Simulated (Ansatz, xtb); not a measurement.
Acid–base and redox partners of COC. Gas-phase values, no solvent. One relaxed conformer stands for each flexible species; it need not be the lowest. Strings in code marks are SMILES.

Quantity: bond dissociation enthalpy (X–H) at 298 K, in eV. HF references are unrestricted for open shells and restricted for singlets. Thermal and zero-point terms are GFN2-xTB rigid-rotor harmonic values (xtb).

Case: H atom removed from C1: `[CH2]OC`. The other species in the difference include `O(C)C` (neutral, multiplicity 1). Geometry of `O(C)[CH2]` (neutral, multiplicity 2, Å):

```xyz
8

C      1.3002    -0.1732    -0.0602
O      0.1494    -0.6346     0.4619
C     -0.9882     0.1396     0.1599
H      1.2550     0.4674    -0.9360
H      2.1581    -0.7986     0.1412
H     -1.8478    -0.3646     0.5986
H     -1.1284     0.2187    -0.9246
H     -0.8982     1.1453     0.5842
```

Problem. What bond dissociation enthalpy (X–H) at 298 K does frozen-core MP2/cc-pVTZ // PBE0-D4/def2-TZVP (Ansatz, an electronic-structure program) give?

Solution. 4.12 eV.
